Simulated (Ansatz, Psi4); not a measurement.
## C2H8N2 (1,1-dimethylhydrazine): from total energies to a heat of formation

C2H8N2: 12 atoms, total charge 0, spin state singlet. SMILES: `CN(C)N`. The coordinates come from a PBE0-D4/def2-TZVP relaxation. This is one conformer, not always the lowest.

```xyz
12

C    -0.9528   -0.7992   -0.0478
N    -0.0543    0.2049    0.4718
C     1.3290   -0.1610    0.2852
N    -0.2732    1.4766   -0.0988
H    -0.7589   -1.7594    0.4357
H    -0.8449   -0.9352   -1.1408
H    -1.9862   -0.5144    0.1619
H     1.5275   -1.1054    0.7966
H     1.9638    0.6156    0.7097
H     1.5959   -0.2853   -0.7803
H    -0.4342    1.3953   -1.1064
H    -1.1115    1.8675    0.3131
```

Total energies at CAM-B3LYP/6-31G* (spherical functions) (Psi4 1.11); the atoms run unrestricted:

```tsv
species	state	energy (Eh)
C2H8N2	singlet	-190.374318
C	triplet	-37.821904
N	quartet	-54.561306
H	doublet	-0.496827
```

Harmonic wavenumbers at PBE0-D4/def2-TZVP, in cm⁻¹: 253, 280, 302, 395, 429, 466, 856, 946, 1042, 1095, 1112, 1166, 1264, 1297, 1348, 1427, 1452, 1470, 1481, 1485, 1500, 1670, 2924, 2940, 3079, 3092, 3127, 3153, 3376, 3568.

Measured heats of formation of the gaseous atoms at 298.15 K, in kJ/mol: C 716.9, N 472.4, H 218.0. Take 1 Eh = 2625.50 kJ/mol, 1 cm⁻¹ = 0.0119627 kJ/mol, RT = 2.479 kJ/mol.

Problem. What heat of formation follows?

Solution. 
1. Electronic atomisation energy: 2 × (-37.821904) + 2 × (-54.561306) + 8 × (-0.496827) − (-190.374318) = 1.633282 Eh = 4288.2 kJ/mol.
2. Zero-point energy: half the sum of the wavenumbers, 23997.5 cm⁻¹ = 287.1 kJ/mol.
3. Thermal vibrational enthalpy, Σ hcν̃/(exp(hcν̃/kT) − 1): 6.5 kJ/mol. Translation, rotation and pV of a non-linear molecule: 4 RT = 9.9 kJ/mol.
4. The 12 free atoms carry 5/2 RT each: 74.4 kJ/mol.
5. Atomisation enthalpy at 298 K: 4288.2 − 287.1 − 6.5 − 9.9 + 74.4 = 4059.1 kJ/mol.
6. Sum of the atoms' heats of formation: 4122.6 kJ/mol. Heat of formation: 4122.6 − 4059.1 = +63.5 kJ/mol.

The tabulated value is +84.1 kJ/mol (CRC Handbook of Chemistry and Physics), so this level is off by -20.6 kJ/mol, or 0.5 % of the atomisation enthalpy that the table implies (4038.5 kJ/mol). Anharmonicity and any spin-orbit splitting of the molecule are left out.
